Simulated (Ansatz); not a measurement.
# C2H6F: the cost of one run

Method: the levels named in each step, in Ansatz 0.2.0.

## (1) The structure to begin with

Bond lengths: C2–C3 1.471 Å, F1–H4 0.933 Å, C2–H5 1.072 Å, C2–H6 1.072 Å, C3–H7 1.100 Å, C3–H8 1.090 Å, C3–H9 1.091 Å. Angles: C2–C3–H7 111.3°, C2–C3–H8 111.0°, C2–C3–H9 110.9°, H7–C3–H8 106.6°, H7–C3–H9 107.0°, H8–C3–H9 109.9°, C3–C2–H5 120.4°, C3–C2–H6 120.6°, H5–C2–H6 118.5°.

Coordinates:

```xyz
9

F     1.5542    1.7110   -0.7792
C    -1.5627   -1.7478    0.3997
C    -0.6329   -0.6269    0.6087
H     1.9580    1.2703   -0.0634
H    -2.2880   -1.7113   -0.3887
H    -1.6150   -2.5529    1.1060
H    -1.0875    0.1590    1.2296
H    -0.3658   -0.1591   -0.3387
H     0.2681   -0.9594    1.1258
```

## (2) A rough first relaxation, PBE-D4/def2-SVP

input.yaml

```yaml
crystal:
  periodic: [false, false, false]
  atoms:
    - { symbol: F, position_ang: [1.55416, 1.71101, -0.77918] }
    - { symbol: C, position_ang: [-1.56273, -1.74778, 0.39974] }
    - { symbol: C, position_ang: [-0.63294, -0.62691, 0.60865] }
    - { symbol: H, position_ang: [1.95795, 1.27031, -0.0634] }
    - { symbol: H, position_ang: [-2.28796, -1.71132, -0.38867] }
    - { symbol: H, position_ang: [-1.61499, -2.55291, 1.10599] }
    - { symbol: H, position_ang: [-1.08752, 0.15902, 1.22959] }
    - { symbol: H, position_ang: [-0.3658, -0.15913, -0.33865] }
    - { symbol: H, position_ang: [0.26812, -0.9594, 1.12579] }
magnetization:
  spin_polarized: true
  initial_magnetization: 1
basis:
  gaussian: { orbitals: def2-SVP }
hamiltonian:
  xc: pbe
  dispersion: d4
relax:
  f_tol: 0.03
  max_steps: 200
```

Run with:

```console
ansatz run input.yaml --threads 4 --pin off --max-ram 10240MiB --backend cpu --events-out ev --progress --plain --runs-dir out
```

**Question.** How long does this run take on 4 threads of Intel Xeon 6975P-C (Granite Rapids), shared host, and how much memory does it need?

About 15 s, with a peak of 0.16 GiB.
